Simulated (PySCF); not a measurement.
Compound: C5H9O (charge +1).
Geometry (GFN2-xTB, Å), atoms numbered from 1 in this order:
```
atom  x, y, z in Å
C1     0.2885    1.7334    0.1346
C2    -0.0496    0.4336   -0.1707
C3    -1.3985    0.1563   -0.5107
C4    -1.8713   -1.1476   -0.8705
O5     0.7753   -0.6068   -0.1831
C6     2.1456   -0.4131    0.1429
H7    -0.4558    2.5103    0.1262
H8     1.2935    2.0281    0.3880
H9    -2.0948    0.9860   -0.4921
H10   -2.6457   -1.1014   -1.6414
H11   -1.0649   -1.8391   -1.1111
H12   -2.4121   -1.5644   -0.0046
H13    2.6265    0.2613   -0.5691
H14    2.6017   -1.3983    0.0745
H15    2.2571   -0.0303    1.1596
```

Structure optimised with GFN2-xTB, isolated species.

Masses are those of the commonest isotopes; rigid-rotor values at the optimised geometry. The values belong to one conformer with, in the numbering `[CH2:1]=[C:2]([CH+:3][CH3:4])[O:5][CH3:6]`, C1–C2–C3–C4 179°, C1–C2–O5–C6 0°.

**Question.** What are A, B and C (GHz)?

**Answer.** Ia = 84.71, Ib = 186.74, Ic = 265.27 u·Å²; 505379 MHz·u·Å²/I gives 5966, 2706 and 1905 MHz, that is A = 5.9658, B = 2.7064, C = 1.9052 GHz.

**Question.** Classify the top.

**Answer.** An asymmetric top: κ = (2 × 2706 − 5966 − 1905)/(5966 − 1905) = -0.61.

**Question.** What does the inertial defect say?

**Answer.** Not planar: Δ = Ic − Ia − Ib = -6.18 u·Å². For a rigid frame Δ = −2 Σ m c², so Σ m c² = 3.09 u·Å² lies off the ab plane, practically all of it from hydrogen. The atom farthest from that plane is 1.00 Å away.

**Question.** Give the other two planar moments, Paa and Pbb, and the rms extents of the mass along the axes.

**Answer.** Paa = Σ m a² = (Ib + Ic − Ia)/2 = 183.65 and Pbb = Σ m b² = (Ia + Ic − Ib)/2 = 81.62 u·Å². With the mass M = 85.07 u, the rms extents √(P/M) along a, b and c are 1.47, 0.98, 0.19 Å.

**Question.** Where do the levels up to J = 3 lie, in MHz?

**Answer.** Above 0(0,0):
J = 1: 1(0,1) 4612, 1(1,1) 7871, 1(1,0) 8672
J = 2: 2(0,2) 13704, 2(1,2) 16293, 2(1,1) 18696, 2(2,1) 28475, 2(2,0) 28605
J = 3: 3(0,3) 27039, 3(1,3) 28850, 3(1,2) 33644, 3(2,2) 42309, 3(2,1) 42940, 3(3,1) 60686, 3(3,0) 60699
The levels of one J sum to (2J + 1)J(J + 1)(A + B + C)/3.

GFN2-xTB frequencies: not computed here. Constants of a rigid frame at the computed geometry: no zero-point averaging, no centrifugal distortion.
